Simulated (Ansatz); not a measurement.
# One elementary step

Start structure (SiHOF, closed shell), relaxed at PBE0-D4/def2-TZVP:

H1  (-1.557, 0.192, 0.266)
O2  (-0.729, 0.237, -0.220)
Si3  (0.599, -0.353, 0.550)
F4  (1.687, -0.077, -0.597)
(Å)

The step: SiHOF ([OH][Si][F]) → SiHOF ([O][SiH][F]); bonds formed: H1–Si3; bonds broken: H1–O2. Computed with Ansatz 0.2.0 (basis: def2-TZVPP and def2-QZVPP); correlated methods freeze the cores. Extrapolation: Hartree–Fock as exp(−7.88 √X), correlation as X^−2.97. Energies below are by CCSD(T) at an estimated basis limit (MP2 extrapolated from triple and quadruple zeta, plus CCSD(T) − MP2 in triple zeta).

(1) What are the electronic barrier and the energy of the step, from the start structure to the end structure? (An estimate is asked for; the value comes from the calculation.)

T1 diagnostic: at most 0.025. The restricted Hartree–Fock reference is unstable towards an unrestricted one at one or more of these structures.

## Answers

(1) By the calculation: Barrier 63.59 kcal/mol; step energy 12.46 kcal/mol (uphill); reverse barrier, their difference, 51.13 kcal/mol. Barrier and step energy count from the start structure, the reverse barrier from the end structure.

The saddle point: One imaginary mode of 1409i cm⁻¹.
| pair | start (Å) | saddle (Å) | end (Å) |
| --- | --- | --- | --- |
| H1–Si3 | 2.24 | 1.53 | 1.47 |
| H1–O2 | 0.96 | 1.56 | 2.67 |

Zero-point energy (harmonic, PBE0-D4): ZPE is 10.33 kcal/mol at the start and 6.55 kcal/mol at the saddle, so the barrier goes from 63.59 to 59.81 kcal/mol.

First-order rate constant out of the start structure at 298 K by transition-state theory, with harmonic vibrational free energies alone and no tunnelling: ΔA‡ = 59.37 kcal/mol, so k = (kB T/h) exp(−ΔA‡/kB T) ≈ 10^-31 s⁻¹ (an order of magnitude at best: rotation, the number of equivalent paths and anharmonicity are left out).

Labels in which every atom is bracketed show which atoms are joined, not bond orders.

For scale, one of the runs: CCSD(T)/def2-TZVPP, 118 basis functions, launched by `ansatz run in.yaml --threads 2 --pin off --events-out ev --progress --plain --max-ram 4352MiB`. Hardware: 2 CPU threads of an AMD EPYC 7R43, shared host. Wall time about 12 s.
